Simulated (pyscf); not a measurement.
PySCF, gas phase, ωB97X-D3(BJ)/def2-SVP geometries.

Task: For H₃C–I + H atom (H•) → •H₂C–I + hydrogen (H₂), a hydrogen abstraction (doublet surface; C–H broken, H–H formed), PBE/def2-TZVP gives ΔE‡ = 0.29 eV and ΔE = -0.03 eV (zero: the separated reactants). In which direction and how far do PBE0-D3(BJ)/def2-TZVP, M06-2X/def2-TZVP, ωB97M-D3(BJ)/def2-TZVP move these?

Result: PBE0-D3(BJ): ΔE‡ = 0.42 eV, ΔE = +0.02 eV; M06-2X: ΔE‡ = 0.61 eV, ΔE = +0.02 eV; ωB97M-D3(BJ): ΔE‡ = 0.54 eV, ΔE = 0.00 eV. PBE's barrier lies under all of them, by 0.13 to 0.32 eV. Its reaction energy lies under all of them, by 0.03 to 0.05 eV. One saddle was located; it need not be the lowest between these sides. The angle at the transferred H is 177°. Elements past Kr carry the def2 core potentials, without spin-orbit coupling.
